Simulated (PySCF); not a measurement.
Series: cyclo[n]carbon rings. Gas-phase values, no solvent. Each species was relaxed from one start; no search for lower structures was made at this level. Strings in code marks are SMILES.

All values below come from CAM-B3LYP-D3(BJ)/def2-SVP (PySCF 2.14.0). 

| species | S1 oscillator strength | LUMO (eV) | HOMO–LUMO gap (eV) |
|---|---|---|---|
| cyclo[12]carbon `C1#CC#CC#CC#CC#CC#C1` | 0.003 | -2.67 | 4.97 |
| cyclo[14]carbon `c1c#cc#cc#cc#cc#cc#cc#1` | 0.002 | -2.02 | ? |
| cyclo[18]carbon `c1c#cc#cc#cc#cc#cc#cc#cc#cc#1` | – | ? | 5.63 |
| cyclo[20]carbon `C1#CC#CC#CC#CC#CC#CC#CC#CC#CC#C1` | 0.000 | -2.82 | 4.60 |
| cyclo[22]carbon `c1c#cc#cc#cc#cc#cc#cc#cc#cc#cc#cc#1` | 0.000 | ? | 5.33 |
| cyclo[26]carbon `c1c#cc#cc#cc#cc#cc#cc#cc#cc#cc#cc#cc#cc#1` | – | ? | 5.12 |
| cyclo[28]carbon `C1#CC#CC#CC#CC#CC#CC#CC#CC#CC#CC#CC#CC#CC#C1` | 0.000 | ? | 4.45 |
| cyclo[30]carbon `c1c#cc#cc#cc#cc#cc#cc#cc#cc#cc#cc#cc#cc#cc#cc#1` | – | -2.70 | 4.97 |

Problem. What belongs in the gaps?

Solution. 
- cyclo[14]carbon `c1c#cc#cc#cc#cc#cc#cc#1`, HOMO–LUMO gap (eV): 6.05
- cyclo[18]carbon `c1c#cc#cc#cc#cc#cc#cc#cc#cc#1`, LUMO (eV): -2.24
- cyclo[22]carbon `c1c#cc#cc#cc#cc#cc#cc#cc#cc#cc#cc#1`, LUMO (eV): -2.45
- cyclo[26]carbon `c1c#cc#cc#cc#cc#cc#cc#cc#cc#cc#cc#cc#cc#1`, LUMO (eV): -2.60
- cyclo[28]carbon `C1#CC#CC#CC#CC#CC#CC#CC#CC#CC#CC#CC#CC#CC#C1`, LUMO (eV): -2.97
